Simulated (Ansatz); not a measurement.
Ansatz (a program for electronic structure) input (B3LYP-D3(BJ)/def2-TZVP):

Ansatz 0.2 input:
```yaml
crystal:
  periodic: [false, false, false]
  atoms:
    - {symbol: C, position_ang: [0.03744685, 0.00324337, 0.50825858]}
    - {symbol: F, position_ang: [-0.03836255, 1.09650981, -0.24435931]}
    - {symbol: F, position_ang: [-0.08494317, -1.09763667, -0.22692580]}
    - {symbol: H, position_ang: [0.88507040, -0.00931849, 1.19201449]}
basis:
  gaussian:
    orbitals: def2-TZVP
hamiltonian:
  xc: b3lyp
  dispersion: d3bj
magnetization: {spin_polarized: true, initial_magnetization: 1}
phonons: {temperatures: {t_min: 298.15, t_max: 298.15, t_step: 100}}
```

Output:

```
Functional definition: B3LYP
integrals: 0.02 GiB planned
536 factors; their error is unknown
mean field: 0.28 GiB planned
mean field evaluation 1: about -6486.7995 eV, gradient 2.0e1 eV
mean field evaluation 2: about -6486.5264 eV, gradient 2.3e1 eV
mean field evaluation 4: about -6487.8713 eV, gradient 8.6e-1 eV
mean field evaluation 8: about -6487.8891 eV, gradient 2.4e-2 eV
mean field evaluation 16: about -6487.8891 eV, gradient 3.3e-5 eV
mean field -6487.88907531 eV, -238.4255258686 hartree, gradient 3.3e-5 eV, S^2 0.752259; 0 other end points of the search recorded, 0 dependent functions left out
the calculation of the forces begins
reference -6487.88923174 eV, -238.4255316172 hartree; 13, 12 occupied and 86, 87 virtual orbitals, 536 factors
these checks for a lower state are left out or cut short: stability, starts, cluster_reference, orbital_swaps, neighbouring_geometries, increment
integrals: 0.02 GiB planned
536 factors; their error is unknown
mean field: 0.28 GiB planned
mean field -6487.88898317 eV, -238.4255224823 hartree, gradient 1.0e-6 eV, S^2 0.752266; 0 other end points of the search recorded, 0 dependent functions left out
the calculation of the forces begins
reference -6487.88913955 eV, -238.4255282293 hartree; 13, 12 occupied and 86, 87 virtual orbitals, 536 factors
these checks for a lower state are left out or cut short: stability, starts, cluster_reference, orbital_swaps, neighbouring_geometries, increment
integrals: 0.02 GiB planned
536 factors; their error is unknown
mean field: 0.28 GiB planned
mean field evaluation 32: about -6487.8890 eV, gradient 1.0e-6 eV
mean field -6487.88898183 eV, -238.4255224332 hartree, gradient 1.0e-6 eV, S^2 0.752252; 0 other end points of the search recorded, 0 dependent functions left out
the calculation of the forces begins
reference -6487.88913831 eV, -238.4255281836 hartree; 13, 12 occupied and 86, 87 virtual orbitals, 536 factors
these checks for a lower state are left out or cut short: stability, starts, cluster_reference, orbital_swaps, neighbouring_geometries, increment
integrals: 0.02 GiB planned
536 factors; their error is unknown
mean field: 0.28 GiB planned
mean field -6487.88892390 eV, -238.4255203043 hartree, gradient 1.4e-6 eV, S^2 0.752258; 0 other end points of the search recorded, 0 dependent functions left out
the calculation of the forces begins
reference -6487.88908021 eV, -238.4255260485 hartree; 13, 12 occupied and 86, 87 virtual orbitals, 536 factors
these checks for a lower state are left out or cut short: stability, starts, cluster_reference, orbital_swaps, neighbouring_geometries, increment
integrals: 0.02 GiB planned
536 factors; their error is unknown
mean field: 0.28 GiB planned
mean field -6487.88892118 eV, -238.4255202042 hartree, gradient 1.5e-6 eV, S^2 0.752259; 0 other end points of the search recorded, 0 dependent functions left out
the calculation of the forces begins
reference -6487.88907773 eV, -238.4255259573 hartree; 13, 12 occupied and 86, 87 virtual orbitals, 536 factors
these checks for a lower state are left out or cut short: stability, starts, cluster_reference, orbital_swaps, neighbouring_geometries, increment
integrals: 0.02 GiB planned
536 factors; their error is unknown
mean field: 0.28 GiB planned
mean field -6487.88906667 eV, -238.4255255511 hartree, gradient 1.0e-6 eV, S^2 0.752257; 0 other end points of the search recorded, 0 dependent functions left out
the calculation of the forces begins
reference -6487.88922309 eV, -238.4255312993 hartree; 13, 12 occupied and 86, 87 virtual orbitals, 536 factors
these checks for a lower state are left out or cut short: stability, starts, cluster_reference, orbital_swaps, neighbouring_geometries, increment
integrals: 0.02 GiB planned
536 factors; their error is unknown
mean field: 0.28 GiB planned
mean field -6487.88906771 eV, -238.4255255892 hartree, gradient 1.3e-6 eV, S^2 0.752261; 0 other end points of the search recorded, 0 dependent functions left out
the calculation of the forces begins
reference -6487.88922415 eV, -238.4255313383 hartree; 13, 12 occupied and 86, 87 virtual orbitals, 536 factors
these checks for a lower state are left out or cut short: stability, starts, cluster_reference, orbital_swaps, neighbouring_geometries, increment
integrals: 0.02 GiB planned
536 factors; their error is unknown
mean field: 0.28 GiB planned
mean field evaluation 64: about -6487.8890 eV, gradient 8.2e-5 eV
mean field -6487.88898659 eV, -238.4255226081 hartree, gradient 1.5e-6 eV, S^2 0.752262; 0 other end points of the search recorded, 0 dependent functions left out
the calculation of the forces begins
reference -6487.88914298 eV, -238.4255283554 hartree; 13, 12 occupied and 86, 87 virtual orbitals, 536 factors
these checks for a lower state are left out or cut short: stability, starts, cluster_reference, orbital_swaps, neighbouring_geometries, increment
integrals: 0.02 GiB planned
536 factors; their error is unknown
mean field: 0.28 GiB planned
mean field -6487.88897794 eV, -238.4255222902 hartree, gradient 1.6e-6 eV, S^2 0.752256; 0 other end points of the search recorded, 0 dependent functions left out
the calculation of the forces begins
reference -6487.88913441 eV, -238.4255280403 hartree; 13, 12 occupied and 86, 87 virtual orbitals, 536 factors
these checks for a lower state are left out or cut short: stability, starts, cluster_reference, orbital_swaps, neighbouring_geometries, increment
integrals: 0.02 GiB planned
536 factors; their error is unknown
mean field: 0.28 GiB planned
mean field -6487.88902408 eV, -238.4255239857 hartree, gradient 2.0e-6 eV, S^2 0.752258; 0 other end points of the search recorded, 0 dependent functions left out
the calculation of the forces begins
reference -6487.88918055 eV, -238.4255297359 hartree; 13, 12 occupied and 86, 87 virtual orbitals, 536 factors
these checks for a lower state are left out or cut short: stability, starts, cluster_reference, orbital_swaps, neighbouring_geometries, increment
integrals: 0.02 GiB planned
536 factors; their error is unknown
mean field: 0.28 GiB planned
mean field -6487.88902644 eV, -238.4255240727 hartree, gradient 1.6e-6 eV, S^2 0.752259; 0 other end points of the search recorded, 0 dependent functions left out
the calculation of the forces begins
reference -6487.88918283 eV, -238.4255298198 hartree; 13, 12 occupied and 86, 87 virtual orbitals, 536 factors
these checks for a lower state are left out or cut short: stability, starts, cluster_reference, orbital_swaps, neighbouring_geometries, increment
integrals: 0.02 GiB planned
536 factors; their error is unknown
mean field: 0.28 GiB planned
mean field evaluation 96: about -6487.8890 eV, gradient 1.0e-6 eV
mean field -6487.88901255 eV, -238.4255235622 hartree, gradient 1.0e-6 eV, S^2 0.752256; 0 other end points of the search recorded, 0 dependent functions left out
the calculation of the forces begins
reference -6487.88916905 eV, -238.4255293135 hartree; 13, 12 occupied and 86, 87 virtual orbitals, 536 factors
these checks for a lower state are left out or cut short: stability, starts, cluster_reference, orbital_swaps, neighbouring_geometries, increment
integrals: 0.02 GiB planned
536 factors; their error is unknown
mean field: 0.28 GiB planned
mean field -6487.88901142 eV, -238.4255235206 hartree, gradient 1.0e-6 eV, S^2 0.752261; 0 other end points of the search recorded, 0 dependent functions left out
the calculation of the forces begins
reference -6487.88916778 eV, -238.4255292666 hartree; 13, 12 occupied and 86, 87 virtual orbitals, 536 factors
these checks for a lower state are left out or cut short: stability, starts, cluster_reference, orbital_swaps, neighbouring_geometries, increment
integrals: 0.02 GiB planned
536 factors; their error is unknown
mean field: 0.28 GiB planned
mean field -6487.88904276 eV, -238.4255246722 hartree, gradient 1.0e-6 eV, S^2 0.752260; 0 other end points of the search recorded, 0 dependent functions left out
the calculation of the forces begins
reference -6487.88919925 eV, -238.4255304231 hartree; 13, 12 occupied and 86, 87 virtual orbitals, 536 factors
these checks for a lower state are left out or cut short: stability, starts, cluster_reference, orbital_swaps, neighbouring_geometries, increment
integrals: 0.02 GiB planned
536 factors; their error is unknown
mean field: 0.28 GiB planned
mean field -6487.88904116 eV, -238.4255246135 hartree, gradient 1.0e-6 eV, S^2 0.752258; 0 other end points of the search recorded, 0 dependent functions left out
the calculation of the forces begins
reference -6487.88919753 eV, -238.4255303599 hartree; 13, 12 occupied and 86, 87 virtual orbitals, 536 factors
Total energy: -6487.93766217 eV, -238.4273114028 hartree
Atom 0 at     0.037447     0.003243     0.508259 Å, force     0.000120    -0.000001     0.000162 eV/Å
Atom 1 at    -0.038363     1.096510    -0.244359 Å, force     0.000102    -0.000197     0.000133 eV/Å
Atom 2 at    -0.084943    -1.097637    -0.226926 Å, force     0.000111     0.000195     0.000130 eV/Å
Atom 3 at     0.885070    -0.009318     1.192014 Å, force    -0.000332     0.000004    -0.000425 eV/Å
Dipole moment:     0.182742    -0.002149     0.217739 e Å
Vibrations: 546.65 994.82 1169.95 1178.45 1331.06 3111.40 cm⁻¹, zero-point energy 0.516539 eV
```

It need not be the lowest isomer of its formula.
